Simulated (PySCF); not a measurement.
## Ionisation energy of Si by level of theory

Si [Ne] 3s2 3p2 (3P) → Si⁺ [Ne] 3s2 3p1 (2P), as a difference of total energies. All numbers are calculated (PySCF 2.14, no relativity, point nucleus, in 6-31G*). Correlated levels: valence: [Ne] frozen. The calculations carry no spin-orbit coupling.

```csv
method,ionisation energy (eV),error (eV)
UHF,7.633,-0.524
PBE,8.191,+0.034
M06-2X,7.979,-0.178
MP2 (valence),7.789,-0.368
SCS-MP2 (valence),7.727,-0.430
CCSD (valence),7.770,-0.387
CCSD(T) (valence),7.777,-0.380
```

Reference: 8.157 eV (measured; NIST levels, between the centres of gravity of the two terms).

Errors of the correlated levels include the incompleteness of this basis and the frozen core.
